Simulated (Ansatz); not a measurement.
# AlH2+ (quintet): the correlation ladder, def2-TZVPP

An exercise on one series of results from a longer session: the logs are not shown, and one member is left open.

Program: Ansatz 0.2.0, Gaussian basis. Level of theory: def2-TZVPP, core rule «outside noble gas», up to 5 orbitals frozen. These are calculated values, not measurements.

To be run: UHF; ROHF; CCSD(T) on UHF.

2 further runs of the same task are left out: 2 set aside as unsound or not needed.

## What is computed

The geometry is a PBE0/def2-TZVP stationary point (not a proven minimum) of the parent state, kept for this charge and spin.

3 atoms, charge 1, spin multiplicity 5.

Atoms are counted from 1 here; the program's logs count them from 0.

Bond lengths: Al1–H2 1.722 Å, Al1–H3 1.722 Å. Angles: H2–Al1–H3 63.0°.

The first run:

The input, in.yaml:

```yaml
crystal:
  periodic: [false, false, false]
  atoms:
    - {symbol: Al, position_ang: [0.000000, 0.000000, -0.102095]}
    - {symbol: H, position_ang: [0.000000, 0.899579, 1.366496]}
    - {symbol: H, position_ang: [0.000000, -0.899579, 1.366496]}
basis:
  gaussian: {orbitals: def2-TZVPP}
total_charge: 1
magnetization: {spin_polarized: true, initial_magnetization: 4}
hamiltonian: {xc: hf}
output: {orbitals: {seedname: orbitals}}
```

The run is started by

```
$ ansatz run in.yaml --threads 1 --pin off --events-out ev --progress --plain --max-ram 4096MiB --backend cpu
```

Among the steps run: UHF; ROHF; CCSD(T) on UHF.

One table of the session follows, with a row left open; its other results are not shown here.

| method | from UCCSD(T) (meV) |
| --- | --- |
| ROHF | +443.3 |
| UHF | ? |
| UMP2 | +155.1 |
| UCCSD | +4.4 |
| UCCSD(T) | 0 |

Q: Estimate the row for UHF from the others.

As computed: from UCCSD(T) (meV): +439.7. In the column «from UCCSD(T) (meV)» it lies between UMP2 (+155.1) and ROHF (+443.3).
